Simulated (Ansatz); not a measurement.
# SiHF₂ radical (SMILES F[SiH]F): a relaxed scan of the bond length F1–Si2

One table from this session's results is given with a row withheld; the runs are named, their logs left out.

The runs use Ansatz 0.2.0, Gaussian basis; single points in def2-TZVPP.

Levels: PBE-D4, r2SCAN-D4, PBE0-D4, B3LYP-D4, wB97M-V, Hartree-Fock, MP2, CCSD, CCSD(T). The scan takes 1.369, 1.416, 1.484, 1.565, 1.653, 1.749, 1.851, 1.958, 2.069 Å.

Cores are frozen in the correlated methods. Orbitals are unrestricted. B3LYP uses VWN-RPA correlation.

27 further runs of the same task are left out: 27 set aside as unsound or not needed.

### The system as given

SMILES `F[SiH]F`, 4 atoms, charge 0, spin multiplicity 2.

Atoms are counted from 1 here; the program's logs count them from 0.

Bond lengths: F1–Si2 1.606 Å, Si2–F3 1.606 Å, Si2–H4 1.439 Å. Angles: F1–Si2–F3 100.4°, F1–Si2–H4 108.7°, F3–Si2–H4 108.6°.

Coordinates:

```xyz
4
charge 0, multiplicity 2
F     1.2269    0.6530   -0.4103
Si   -0.0281   -0.3429   -0.3011
F    -1.2342    0.7162   -0.2528
H     0.0353   -1.0263    0.9641
```

The first run:

The input, relax/in.yaml:

```yaml
crystal:
  periodic: [false, false, false]
  atoms:
    - {symbol: F, position_ang: [1.226950, 0.652980, -0.410280]}
    - {symbol: Si, position_ang: [-0.028060, -0.342890, -0.301090]}
    - {symbol: F, position_ang: [-1.234200, 0.716240, -0.252780]}
    - {symbol: H, position_ang: [0.035310, -1.026330, 0.964150]}
basis:
  gaussian: {orbitals: def2-TZVP}
magnetization: {spin_polarized: true, initial_magnetization: 1}
hamiltonian: {xc: pbe0, dispersion: d4}
relax: {f_tol: 0.005, max_steps: 200}
```

No record of the launch command was kept for these runs.

Steps of the session up to this table: Relaxation at PBE0-D4; Reference energies at the minimum; F1–Si2 = 1.369 Å; F1–Si2 = 1.416 Å; F1–Si2 = 1.484 Å; F1–Si2 = 1.565 Å; F1–Si2 = 1.653 Å; F1–Si2 = 1.749 Å; F1–Si2 = 1.851 Å; F1–Si2 = 1.958 Å; F1–Si2 = 2.069 Å.

One of the session's tables, all rows but one given; the rest of the session is left out.

It belongs to the step «The curves». Energies less that of the minimum at the same level (meV):

| bond length (Å) | PBE-D4 | PBE0-D4 | B3LYP-D4 | wB97M-V | Hartree-Fock |
| --- | --- | --- | --- | --- | --- |
| 1.369 | 1480 | 1326 | 1378 | 1378 | 1138 |
| 1.416 | 865 | 745 | 786 | 784 | 594 |
| 1.484 | 315 | 242 | 268 | 265 | 148 |
| 1.565 | 30 | 13 | 19 | 18 | -11 |
| 1.592 (minimum) | 0 | 0 | 0 | 0 | 0 |
| 1.653 | 16 | 56 | 42 | 45 | 110 |
| 1.749 | 212 | 312 | 275 | 287 | 449 |
| 1.851 | ? | ? | ? | ? | ? |
| 1.958 | 982 | 1199 | 1115 | 1157 | 1507 |
| 2.069 | 1450 | 1724 | 1615 | 1680 | 2113 |

Estimate the missing values for bond length (Å) = 1.851.

Worked estimate for «PBE-D4». A straight line through the neighbours (1.749, 212) and (1.958, 982) gives 212 + (982 − 212) × (1.851 − 1.749) / (1.958 − 1.749) = 588; a parabola fitted to 4 rows on both sides gives 553.

The run gave: PBE-D4: 554; PBE0-D4: 712; B3LYP-D4: 653; wB97M-V: 677; Hartree-Fock: 936. In «PBE-D4» the line misses by +34 and the parabola by -1.

To keep in mind: A polynomial through the near points puts the CCSD(T) minimum 0.002 Å below the PBE0-D4 value.
